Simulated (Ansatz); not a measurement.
This geometry of BH3O + H2S (8 atoms, charge 0, multiplicity 1) is a first-order saddle point.

All numbers below come from Ansatz 0.2.0, RKS PBE0/cc-pVDZ.

```xyz
8
Properties=species:S:1:pos:R:3
B 0.063 0.237 0.267
O -0.220 -0.282 1.672
H -1.079 -0.722 1.709
H 1.199 0.042 -0.090
H -0.848 0.079 -0.516
S -0.082 2.224 0.864
H 1.202 2.378 1.268
H -0.343 1.072 1.846
```

(1) Which two structures does it join? (They come from a converged band through this point; their orientation in space is the band's.)

(2) How far does it lie above each of them?

## Answers

(1) Bonds broken: S6–H8. Bonds formed: B1–S6, O2–H8. BH3O + H2S becomes BH5OS.

First end point:

```xyz
8
Properties=species:S:1:pos:R:3
B -0.035 -0.319 0.147
O -0.309 -0.770 1.396
H -1.245 -0.970 1.514
H 1.125 -0.071 -0.080
H -0.904 -0.218 -0.690
S -0.034 2.861 1.418
H 1.264 2.716 1.059
H 0.030 1.798 2.256
```

Last end point:

```xyz
8
Properties=species:S:1:pos:R:3
B 0.079 0.478 0.218
O -0.236 -0.277 1.746
H -1.100 -0.712 1.686
H 1.170 0.060 -0.079
H -0.876 0.132 -0.445
S -0.024 2.308 0.638
H 1.271 2.508 0.983
H -0.391 0.531 2.275
```

(2) 0.70 eV above the first and 0.58 eV above the second. This is the barrier of this one path; another mechanism may lie lower. The orbitals stay closed-shell, which can raise the energy where a bond breaks towards radicals; this wasn't checked here.

Time of the run: 3.5 min on 1 thread of Arm Neoverse V2, with other jobs on the host, peak memory 0.12 GiB.
